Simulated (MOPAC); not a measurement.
MOPAC input (PM6):

```
PM6 FORCE THERMO(298,298) PRECISE LET UHF MS=0.5 GEO-OK AUX(PRECISION=9) THREADS=1
C2H3O

C    -0.17110690 1    0.71069761 1   -0.35751329 1
O     0.05842464 1    0.10707778 1    0.83729330 1
C     0.05082955 1   -0.72175840 1   -0.43135590 1
H    -0.36287959 1    1.66664529 1   -0.70242339 1
H    -0.78040171 1   -1.42028462 1   -0.48992005 1
H     1.02466453 1   -1.13031984 1   -0.69021509 1
```

From the last part of the output:

```
     H    6   0.557399   0.538337   3.490356   0.033056   0.413968   4.235104

          HEAT OF FORMATION =      22.856323 KCALS/MOLE

          ZERO POINT ENERGY      24.692 KCAL/MOL

           NORMAL COORDINATE ANALYSIS (Total motion = 1 Angstrom)

   Root No.       1         2         3         4         5         6         7         8

                 1 A"      1 A'      2 A"      2 A'      3 A"      3 A'      4 A'      5 A'

                 323.8     806.3     830.5     984.3     999.5    1049.0    1128.2    1315.0

           1   -0.0000   -0.1261    0.0000   -0.0108    0.0000   -0.0643   -0.0482   -0.0168
           2   -0.0000   -0.0509    0.0000   -0.0202    0.0000    0.1154    0.0445   -0.0156
           3   -0.1000    0.0000    0.0504    0.0000    0.0240   -0.0000    0.0000    0.0000
           4    0.0000   -0.0317   -0.0000    0.0435    0.0000    0.0711    0.0660    0.0105
           5    0.0000    0.1479   -0.0000    0.0379   -0.0000   -0.0341    0.0129   -0.0110
           6    0.0130    0.0000   -0.0329   -0.0000    0.0254    0.0000   -0.0000   -0.0000
           7    0.0000    0.1460    0.0000    0.0083   -0.0000    0.0024   -0.0998    0.0010
           8    0.0000   -0.1090   -0.0000   -0.0622   -0.0000   -0.0573   -0.0491   -0.0306
           9    0.0148   -0.0000   -0.0213    0.0000   -0.0872   -0.0000    0.0000    0.0000
          10    0.0000    0.1068   -0.0000   -0.4248   -0.0000    0.1490   -0.0114   -0.0161
          11    0.0000   -0.2966    0.0000    0.4424    0.0000   -0.1193    0.0013   -0.0208
          12    0.7117   -0.0000    0.0296    0.0000   -0.0053   -0.0000    0.0000    0.0000
          13    0.0453    0.0794    0.4245   -0.1177   -0.0966   -0.2694    0.3633    0.0192
          14    0.0447   -0.0725    0.0436   -0.0308    0.3783   -0.0152   -0.0756    0.3733
          15    0.0489    0.0030    0.0730    0.0011    0.1777   -0.0167    0.0303    0.2549
          16   -0.0453    0.0794   -0.4245   -0.1177    0.0966   -0.2694    0.3633    0.0192
          17   -0.0447   -0.0725   -0.0436   -0.0308   -0.3783   -0.0152   -0.0756    0.3733
          18    0.0489   -0.0030    0.0730   -0.0011    0.1777    0.0167   -0.0303   -0.2549

   Root No.       9        10        11        12

                 6 A'      4 A"      7 A'      8 A'

                1575.8    2700.3    2748.0    2812.0

           1   -0.1804    0.0000   -0.0023   -0.0589
           2   -0.1238   -0.0000    0.0017   -0.0524
           3    0.0000   -0.0028    0.0000   -0.0000
           4    0.1273    0.0000    0.0010    0.0034
           5   -0.0441    0.0000    0.0015   -0.0025
           6   -0.0000   -0.0011   -0.0000    0.0000
           7    0.0303   -0.0000    0.0076   -0.0005
           8    0.1904   -0.0000    0.0372    0.0046
           9   -0.0000   -0.0591    0.0000    0.0000
          10   -0.2127    0.0000    0.0151    0.6474
          11   -0.1509   -0.0000    0.0103    0.5855
          12    0.0000   -0.0009   -0.0000   -0.0000
          13   -0.0097   -0.0535   -0.0470    0.0034
          14    0.0286   -0.2708   -0.2489    0.0124
          15   -0.0916    0.3780    0.3953   -0.0150
          16   -0.0097    0.0535   -0.0470    0.0034
          17    0.0286    0.2708   -0.2489    0.0124
          18    0.0916    0.3780   -0.3953    0.0150

           MASS-WEIGHTED COORDINATE ANALYSIS (NORMAL COORDINATES)

   Root No.       1         2         3         4         5         6         7         8

                 1 A"      1 A'      2 A"      2 A'      3 A"      3 A'      4 A'      5 A'

                 323.8     806.3     830.5     984.3     999.5    1049.0    1128.2    1315.0

           1   -0.0000   -0.4148    0.0000   -0.0520    0.0000   -0.3054   -0.2247   -0.0885
           2   -0.0000   -0.1675    0.0000   -0.0975    0.0000    0.5478    0.2074   -0.0822
           3   -0.4301    0.0000    0.2659    0.0000    0.1200   -0.0000    0.0000    0.0000
           4    0.0000   -0.1202   -0.0000    0.2421    0.0000    0.3896    0.3554    0.0636
           5    0.0000    0.5613   -0.0000    0.2110   -0.0000   -0.1871    0.0696   -0.0669
           6    0.0644    0.0000   -0.2003   -0.0000    0.1469    0.0000   -0.0000   -0.0000
           7    0.0000    0.4802    0.0000    0.0399   -0.0000    0.0112   -0.4654    0.0052
           8    0.0000   -0.3586   -0.0000   -0.3003   -0.0000   -0.2723   -0.2291   -0.1607
           9    0.0636   -0.0000   -0.1124    0.0000   -0.4365   -0.0000    0.0000    0.0000
          10    0.0000    0.1017   -0.0000   -0.5938   -0.0000    0.2050   -0.0153   -0.0245
          11    0.0000   -0.2826    0.0000    0.6184    0.0000   -0.1641    0.0017   -0.0317
          12    0.8870   -0.0000    0.0452    0.0000   -0.0077   -0.0000    0.0000    0.0000
          13    0.0565    0.0757    0.6484   -0.1645   -0.1400   -0.3706    0.4908    0.0293
          14    0.0557   -0.0691    0.0666   -0.0430    0.5484   -0.0209   -0.1021    0.5685
          15    0.0610    0.0029    0.1115    0.0016    0.2576   -0.0230    0.0410    0.3882
          16   -0.0565    0.0756   -0.6484   -0.1645    0.1401   -0.3706    0.4908    0.0293
          17   -0.0557   -0.0691   -0.0666   -0.0430   -0.5484   -0.0209   -0.1021    0.5685
          18    0.0610   -0.0029    0.1115   -0.0016    0.2576    0.0230   -0.0410   -0.3882

   Root No.       9        10        11        12

                 6 A'      4 A"      7 A'      8 A'

                1575.8    2700.3    2748.0    2812.0

           1   -0.5285    0.0000   -0.0119   -0.2221
           2   -0.3628   -0.0000    0.0089   -0.1978
           3    0.0000   -0.0140    0.0000   -0.0000
           4    0.4304    0.0000    0.0058    0.0147
           5   -0.1490    0.0000    0.0087   -0.0110
           6   -0.0000   -0.0062   -0.0000    0.0000
           7    0.0889   -0.0000    0.0390   -0.0019
           8    0.5579   -0.0000    0.1897    0.0172
           9   -0.0000   -0.2946    0.0000    0.0000
          10   -0.1805    0.0000    0.0224    0.7075
          11   -0.1281   -0.0000    0.0152    0.6399
          12    0.0000   -0.0013   -0.0000   -0.0000
          13   -0.0083   -0.0772   -0.0695    0.0037
          14    0.0243   -0.3909   -0.3676    0.0135
          15   -0.0778    0.5457    0.5838   -0.0164
          16   -0.0083    0.0772   -0.0695    0.0037
          17    0.0243    0.3909   -0.3676    0.0135
          18    0.0778    0.5456   -0.5837    0.0164

          DESCRIPTION OF VIBRATIONS

 VIBRATION          1    1A"         ATOM PAIR     ENERGY CONTRIBUTION    RADIAL
 FREQUENCY           323.83         C 1 -- H 4         +63.0% (100.6%)      0.0%
 TRANSITION DIPOLE   1.0621         C 1 -- C 3         +12.7% ( 45.3%)      0.0%
 TRAVEL (Ang.)       0.4484         C 1 -- O 2         +10.1% ( 40.3%)      0.0%
 REDUCED MASS        1.0357         C 3 -- H 5          +6.1% ( 31.4%)     22.2%
 EFFECTIVE MASS      3.3075
 FORCE CONSTANT      0.0640

 VIBRATION          2    1A'         ATOM PAIR     ENERGY CONTRIBUTION    RADIAL
 FREQUENCY           806.32         O 2 -- C 3         +28.3% ( 97.1%)     99.6%
 TRANSITION DIPOLE   0.8524         C 1 -- C 3         +20.5% ( 82.6%)      4.9%
 TRAVEL (Ang.)       0.1488         C 1 -- O 2         +17.4% ( 76.3%)     14.0%
 REDUCED MASS        3.7765         C 1 -- H 4         +15.5% ( 71.9%)     32.6%
 EFFECTIVE MASS     13.2077
 FORCE CONSTANT      1.4466

 VIBRATION          3    2A"         ATOM PAIR     ENERGY CONTRIBUTION    RADIAL
 FREQUENCY           830.50         C 3 -- H 5         +47.1% ( 72.9%)      1.5%
 TRANSITION DIPOLE   0.0226         C 3 -- H 6         +47.1% ( 72.9%)      1.5%
 TRAVEL (Ang.)       0.4143         C 1 -- C 3          +2.5% ( 16.7%)      0.0%
 REDUCED MASS        0.4731         O 2 -- C 3          +1.4% ( 12.6%)      0.0%
 EFFECTIVE MASS      1.8629
 FORCE CONSTANT      0.1923

 VIBRATION          4    2A'         ATOM PAIR     ENERGY CONTRIBUTION    RADIAL
 FREQUENCY           984.27         C 1 -- H 4         +51.9% ( 82.7%)      0.9%
 TRANSITION DIPOLE   0.4392         O 2 -- C 3         +12.7% ( 41.0%)     39.3%
 TRAVEL (Ang.)       0.2892         C 3 -- H 6         +10.6% ( 37.3%)     11.4%
 REDUCED MASS        0.8194         C 3 -- H 5         +10.6% ( 37.3%)     11.4%
 EFFECTIVE MASS      3.2735
 FORCE CONSTANT      0.4677

 VIBRATION          5    3A"         ATOM PAIR     ENERGY CONTRIBUTION    RADIAL
 FREQUENCY           999.45         C 3 -- H 6         +40.3% ( 82.8%)     12.4%
 TRANSITION DIPOLE   0.0182         C 3 -- H 5         +40.3% ( 82.8%)     12.4%
 TRAVEL (Ang.)       0.3004         C 1 -- C 3          +9.7% ( 40.6%)      0.0%
 REDUCED MASS        0.7476         O 2 -- C 3          +9.7% ( 40.5%)      0.0%
 EFFECTIVE MASS      3.1858
```
